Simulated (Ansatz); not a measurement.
System: hcp Zn. Method: r²SCAN-D4 (PAW; Ansatz, a quantum-chemistry and plane-wave program).

Numerical settings: plane-wave cutoff 560 eV, 24×24×12 k mesh (along the axes of the cell as run), Fermi–Dirac smearing 0.05 eV, scalar-relativistic PAW data made under PBE.

Energies at three volumes about the minimum:

| V (Å³/atom) | E − E_lowest (meV/atom) |
|---|---|
| 13.966 | 1.53 |
| 14.251 | 0.00 |
| 14.536 | 1.40 |

Fit a parabola by hand: where is the minimum, and what is the bulk modulus?

Slopes: (0.00 − 1.53)/(14.251 − 13.966) = -5.368 and (1.40 − 0.00)/(14.536 − 14.251) = 4.912 meV/Å³. Curvature E″ = 2 × (4.912 − (-5.368))/(14.536 − 13.966) = 36.070 meV/Å⁶. From the middle of the first interval, the slope vanishes at V0 = 14.1085 − (-5.368)/36.070 = 14.257 Å³/atom. B = V0 E″ = 14.257 × 36.070 meV/Å³ × 0.1602 GPa per meV/Å³ = 82.4 GPa. The full Birch–Murnaghan fit to all volumes gives V0 = 14.251 Å³/atom and B0 = 80.9 GPa.

Shape and atoms are relaxed at each volume.

Measured, for comparison: bulk modulus 69.7 GPa (zero-point energy and finite temperature contributions removed, our sources range from 64.7 to 69.7; as tabulated in doi:10.1021/acs.jctc.3c00612). Computed (rounded) less measured: bulk modulus +16 % (+16 % to +25 % over the range).

Note: the bulk modulus comes from volumes at which shape and atoms were relaxed.
